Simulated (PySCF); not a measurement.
How methods differ on the electron affinity of C

C⁻ [He] 2s2 2p3 (4S) → C [He] 2s2 2p2 (3P), as a difference of total energies. All numbers are calculated (PySCF 2.14, the non-relativistic Hamiltonian (point nucleus), in aug-cc-pwCVQZ (9s8p6d4f2g, 109 functions)). Correlated levels: valence: 1s2 frozen; valence and next inner shell: nothing frozen. The calculations carry no spin-orbit coupling.

```json
{"method": "UHF", "electron affinity (eV)": "0.451"}
{"method": "LDA", "electron affinity (eV)": "1.807"}
{"method": "PBE", "electron affinity (eV)": "1.587"}
{"method": "r2SCAN", "electron affinity (eV)": "1.488"}
{"method": "CAM-B3LYP", "electron affinity (eV)": "1.332"}
{"method": "TPSSh", "electron affinity (eV)": "1.390"}
{"method": "r2SCAN0", "electron affinity (eV)": "1.366"}
{"method": "SCS-MP2 (valence)", "electron affinity (eV)": "0.991"}
{"method": "MP2 (valence and next inner shell)", "electron affinity (eV)": "1.291"}
{"method": "SCS-MP2 (valence and next inner shell)", "electron affinity (eV)": "0.993"}
```

Estimate what MP2 (valence) gives.

1.286 eV, closest to MP2 (valence and next inner shell) among the rows shown.

Estimate what PBE0 gives.

1.415 eV, closest to TPSSh among the rows shown.

Errors of the correlated levels include the incompleteness of this basis and the frozen core.

In the anion the highest occupied orbital energy is positive at LDA, PBE, PBE0, r2SCAN, TPSSh, r2SCAN0, a self-interaction effect; the basis confines that electron, and the energy difference can still be sensible.

For comparison: 1.262 eV (measured; photodetachment measurements, as compiled on the Wikipedia data page of electron affinities).
